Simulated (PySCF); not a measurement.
Some computed properties have been withheld. Give your best values.

PH₃.
Geometry (GFN2-xTB, Å), atoms numbered from 1 in this order:
```xyz
4
PH3 angstrom
P     -0.001    0.003    0.570
H     -0.559    1.009   -0.206
H      1.158   -0.016   -0.190
H     -0.588   -0.991   -0.198
```

| property | level | value |
| --- | --- | --- |
| point group of the GFN2-xTB geometry | GFN2-xTB | ? |
| rotational constants A, B, C of the GFN2-xTB geometry | GFN2-xTB | ? |
| dipole moment | B3LYP/def2-QZVP | ? |
| HOMO energy | B3LYP/def2-QZVP | ? |
| LUMO energy | B3LYP/def2-QZVP | ? |
| 1H isotropic shieldings by class | GIAO B3LYP/def2-QZVP | 30.41 (H2/H3/H4) ppm |
| isotropic shieldings of nuclei other than C and H, by class | GIAO B3LYP/def2-QZVP | ? |

Electronic properties: PySCF, gas phase, density fitting.

(1) What is the point group of the GFN2-xTB geometry?

(2) What are the isotropic shieldings of nuclei other than C and H, by class?

(3) Give the HOMO energy.

(4) What is the dipole moment?

(5) Give the LUMO energy.

(6) The rotational constants A, B, C of the GFN2-xTB geometry?

## Answers

(1) C3v.

(2) 581 (P1) ppm.

(3) -7.71 eV.

(4) 0.61 D.

(5) 0.38 eV.

(6) 138.825, 138.807, 125.386 GHz.

The rotational constants are those of an oblate symmetric top; the small spread among constants that symmetry makes equal is optimisation noise. The dipole matches unit charges of opposite sign 0.13 Å apart (1 e·Å = 4.8032 D). With B = h/(8π²I), that is 505.379 GHz u Å² over I, the principal moments of inertia are 3.64, 3.64 and 4.03 u Å² (most abundant isotopes). Point group C3v permits a dipole; with 0.61 D the species has a pure rotational spectrum.
